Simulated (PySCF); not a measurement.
## Peak assignment

Atom-mapped SMILES (the numbers label the heavy atoms): `[O:1]=[C:2]1[CH:3]=[CH:4][CH:5]=[CH:6]1`. Hydrogens are named by the atom that carries them.

- HF/pcSseg-2 with gauge-including orbitals
- B3LYP/pcJ-1 coupling constants (without the spin–dipole term)
- structure optimised with PBE0-D3(BJ)/def2-SVP
- run in PySCF 2.14
- equivalent nuclei averaged, one conformer, non-relativistic Hamiltonian, in vacuum

Scale: TMS for ¹³C, ¹H (reference shieldings calculated alike).

**Question.** Assign these signals to the numbered atoms. ¹³C{¹H} NMR (computed): δ 207.3 (C), 157.3 (CH), 130.2 (CH).

**Answer.** 
```tsv
δ (ppm)	atoms	environment	reason
207.3	C2	ketone carbonyl carbon	low-lying n→π* states of the double bond to the heteroatom give a large paramagnetic term (-264 ppm)
157.3	C4/C5	β carbon of a C=C–C=O unit	conjugation with the carbonyl draws π density from the β position
130.2	C3/C6	α carbon of a C=C–C=O unit	as expected for a trigonal carbon in a double bond
```

**Question.** Assign these signals to the numbered atoms. ¹H NMR (400 MHz, computed): δ 7.31 (d, J = 7.4 Hz, 2H), 5.88 (d, J = 7.4 Hz, 2H).

**Answer.** 
| δ (ppm) | atoms | environment | reason |
| --- | --- | --- | --- |
| 7.31 | H(C4)/H(C5) | hydrogen on a β carbon of a C=C–C=O unit | attached to an sp2 carbon and in the plane of the double bond |
| 5.88 | H(C3)/H(C6) | hydrogen on an α carbon of a C=C–C=O unit | olefinic region |

Splittings below 1 Hz are ignored in the labels, and close J values are merged. Couplings among chemically equivalent protons are left out too, so labels in AA′BB′ or AA′XX′ sets are apparent multiplicities. Unscaled 3J(H,H) at this level run about 10 % above measured values. Shifts are as computed, not scaled to solution data. Of 1211 compounds with measured shifts, 218 miss one by over three times the rms of a fit or turn the order of signals round; such compounds aren't used in these exercises.
